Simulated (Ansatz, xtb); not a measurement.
Species: N$_{2}$O, charge 1, multiplicity 2. SMILES of the parent species: N#[N+][O-]
Geometry from a B3LYP-D3(BJ)/def2-TZVP (Ansatz, a program for electronic structure) optimisation:
```
N
N 1 1.1352
O 1 1.1853 2 180.00
```
Charge +1, spin multiplicity 2.

Harmonic wavenumbers from GFN2-xTB (xtb, at its own minimum), cm⁻¹: 287, 287, 1419, 2227.

### Question
Give the harmonic wavenumbers at B3LYP-D3(BJ)/def2-TZVP (Ansatz, finite differences of forces, unscaled).

### Answer
439, 532, 1200, 1844 cm⁻¹. Zero-point energy 5.7 kcal/mol.

### Question
From these and the geometry, give the ideal-gas thermochemistry at 298.15 K and 1 atm (rigid rotor, harmonic oscillator).

### Answer
Point group C∞v, rotational symmetry number 1. Rotational constants 12.54, 12.54 GHz. S(trans) 37.27, S(rot) 14.32, S(vib) 1.46, S(elec, spin only) 1.38, S 54.4 cal/(mol K). H(298) - H(0) 2.38 kcal/mol; G - E(el) -8.1 kcal/mol.
